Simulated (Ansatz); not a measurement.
CH5NOS2, SMILES NC(O)(S)S, a ladder of methods at one geometry

Computed with Ansatz 0.2.0 through its Python package.

Notebook, run cell by cell (the value of a cell's last expression is shown):

```python
from pathlib import Path

import ansatz
import numpy as np
```

```python
config = {
    'basis_set': 'def2-SVP',
}
```

```python
geometry_ang = [
    ('N', (-0.3786, 0.9059, 0.6987)),
    ('C', (0.1026, -0.0994, -0.1297)),
    ('O', (-0.8217, -0.2569, -1.2011)),
    ('S', (0.291, -1.5863, 0.8358)),
    ('S', (1.7167, 0.3964, -0.7468)),
    ('H', (0.2091, 1.0443, 1.4778)),
    ('H', (-0.2478, 1.8104, 0.1609)),
    ('H', (-1.5874, 0.0393, -0.7905)),
    ('H', (-1.0832, -1.6273, 1.1744)),
    ('H', (1.8823, -0.6775, -1.4764)),
]
molecule = ansatz.Crystal.molecule()
for symbol, xyz in geometry_ang:
    molecule = molecule.atom(symbol, xyz)
```

```python
calculation = molecule.calculation().basis(gaussian=config['basis_set'])
```

```python
print('functional    E (Ha)        dipole (D)   HOMO (eV)  LUMO (eV)')
for name in ['pbe', 'lc_wpbe', 'b3lyp', 'lda', 'pbe0', 'cam_b3lyp']:
    summary = calculation.functional(name).forces().orbitals().run(threads=1, pin='off', runs_dir='runs').report
    lines = Path(summary['orbitals_path']).read_text().splitlines()
    field_of = lambda key: [line.split('=')[1].strip() for line in lines if line.startswith(key)]
    orbitals = [(27.211386 * float(e), s, float(n)) for e, s, n in zip(field_of('Ene='), field_of('Spin='), field_of('Occup='))]
    homo = max(e for e, _, n in orbitals if n > 0.5)
    lumo = min(e for e, _, n in orbitals if n < 0.5)
    dipole = 4.803205 * np.linalg.norm(summary['charge_distribution']['dipole_moment_e_ang'])
    print(f'{name:10s} {summary["free_energy_ev"] / 27.211386246:14.6f} {dipole:9.3f} {homo:11.3f} {lumo:10.3f}')
```

    functional    E (Ha)        dipole (D)   HOMO (eV)  LUMO (eV)
    pbe           -966.527506     1.675      -5.571     -0.612
    lc_wpbe       -966.738940     1.697      -9.812      2.745
    b3lyp         -967.093044     1.644      -6.651      0.149
    lda           -962.974249     1.694      -5.639     -0.765
    pbe0          -966.603070     1.696      -6.980      0.352
    cam_b3lyp     -967.009058     1.642      -8.283      1.531

Total energies depend on the basis set; only differences at equal settings carry meaning. The geometry is a force-field or estimated start, not a minimum of this method, and the basis set is short of its limit. A lower total doesn't mark the better method: functionals have no common bound, and MP2 and coupled cluster aren't variational. b3lyp holds the VWN-RPA fit, as in Gaussian; the form of ORCA and Turbomole is b3lyp5. Levels such as HOMO and LUMO are orbital energies: with these approximate functionals they aren't the ionisation energy and electron affinity, and their gap isn't the fundamental gap. Timing: 27 s on 1 thread of Arm Neoverse V1, with other jobs on the host, peak memory 0.32 GiB.
